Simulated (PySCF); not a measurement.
```xyz
2

O     0.0000    0.0000   -1.0160
S     0.0000    0.0000    0.5080
```

Basis set: cc-pVTZ on O; cc-pV(T+d)Z on S (spherical functions). Correlated methods keep 6 orbitals frozen. Charge 0, multiplicity 1.

Starred EOM-CCSD(T)(a) on the restricted Hartree–Fock determinant with PySCF 2.14.0; the energies are vertical.

**Question.** The solver was asked for the few lowest roots only. Give the ionization energies of singlet SO among them whose weight of singles is over 0.7.

**Answer.**

```json
{"root": "1", "energy (eV)": "9.26", "weight of singles": "0.96"}
{"root": "2", "energy (eV)": "13.96", "weight of singles": "0.89"}
```

Higher main lines weren't sought. Caution: the closed shell is not the ground state.
